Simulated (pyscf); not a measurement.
HO–GeH₂–F + hydrogen (H₂) → F–GeH₃ + water (H₂O), a four-centre exchange (singlet surface; Ge–O, H–H broken, Ge–H, H–O formed). PySCF, gas phase, ωB97X-D3(BJ)/def2-SVP geometries. Energies in kcal/mol from the separated reactants.

AM1 to PM7: differences of heats of formation from MOPAC, which are fitted to 298 K values and so differ in kind from electronic energies by zero-point and thermal terms. 

Problem. In single points AM1 puts the saddle at 50.9 kcal/mol and the reaction energy at +15.2 kcal/mol. Should these be trusted to within a few kcal/mol? Compare with ωB97M-D3(BJ)/def2-TZVP.

Solution. ωB97M-D3(BJ)/def2-TZVP gives ΔE‡ = 42.4 kcal/mol and ΔE = +5.7 kcal/mol. AM1 lies 8.4 kcal/mol over it in the barrier and 9.5 kcal/mol over it in the reaction energy, so on this step it does not hold to within 3.0 kcal/mol. ωB97M-D3(BJ)/def2-TZVP has limits of its own. On the product side the descent ends in a complex, 5.2 kcal/mol under the separated species and 41.6 kcal/mol under the saddle at ωB97X-D3(BJ)/def2-TZVP. This is the saddle that the search found; another between the same sides may lie lower. In the def2 sets elements up to Kr have no core potential.
